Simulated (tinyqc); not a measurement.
Worked calculation: geometry optimisation on the RHF/sto-6g surface (energies and gradients from PySCF), for H3O+, spin multiplicity 1. Computed by tinyqc, a small Python program that keeps every step (integrals from PySCF). Settings: charge = 1, multiplicity = 1, basis = sto-6g, optimiser = sd, first Hessian = 0.15, largest step = 0.5, iteration cap = 30. Command: `OMP_NUM_THREADS=1 python tinyqc.py 28019 28020 out.jsonl` (the two numbers bound the seeds that draw the settings). One thread of a shared host (Intel(R) Xeon(R) Processor @ 2.60GHz), about 7 s of CPU time with the checks.

positions at the start (bohr):
```
            x          y          z
1O  -0.039684   0.026456   0.759670
2H   1.606267   0.026456   0.034015
3H  -0.886282   1.421074   0.018897
4H  -0.922186  -1.509891  -0.071810
```

Stop when the largest gradient component is below 3e-5 hartree/bohr.

Course of the optimisation:

| step | E (hartree) | largest gradient (hartree/bohr) |
|---|---|---|
| 1 | -76.02938865 | 8.51e-02 |
| 2 | -75.92088135 | 5.06e-01 |
| 3 | -76.01682197 | 9.17e-02 |
| 4 | -75.98367759 | 3.55e-01 |
| 5 | -75.99689946 | 2.11e-01 |
| 6 | -75.99796343 | 2.59e-01 |
| 7 | -75.99671096 | 1.90e-01 |
| 8 | -75.99799290 | 2.69e-01 |
| 9 | -75.99672483 | 1.90e-01 |
| 10 | -75.99800504 | 2.69e-01 |
| 11 | -75.99673022 | 1.89e-01 |
| 12 | -75.99800993 | 2.69e-01 |
| 13 | -75.99673244 | 1.89e-01 |
| 14 | -75.99801199 | 2.69e-01 |
| 15 | -75.99673339 | 1.89e-01 |
| 16 | -75.99801288 | 2.69e-01 |
| 17 | -75.99673380 | 1.89e-01 |
| 18 | -75.99801327 | 2.69e-01 |
| 19 | -75.99673399 | 1.89e-01 |
| 20 | -75.99801344 | 2.69e-01 |
| 21 | -75.99673407 | 1.89e-01 |
| 22 | -75.99801352 | 2.69e-01 |
| 23 | -75.99673410 | 1.89e-01 |
| 24 | -75.99801355 | 2.69e-01 |
| 25 | -75.99673412 | 1.88e-01 |
| 26 | -75.99801357 | 2.69e-01 |
| 27 | -75.99673413 | 1.88e-01 |
| 28 | -75.99801358 | 2.69e-01 |
| 29 | -75.99673413 | 1.88e-01 |
| 30 | -75.99801358 | 2.69e-01 |

Can the last value be used, and what does the course show?

Not by the stop rule. Not converged within 30 steps: the energy rises at some steps, so steps overshoot. Reruns: method bfgs, first Hessian 0.6, largest step 0.3: converged in 12 (E = -76.04265).
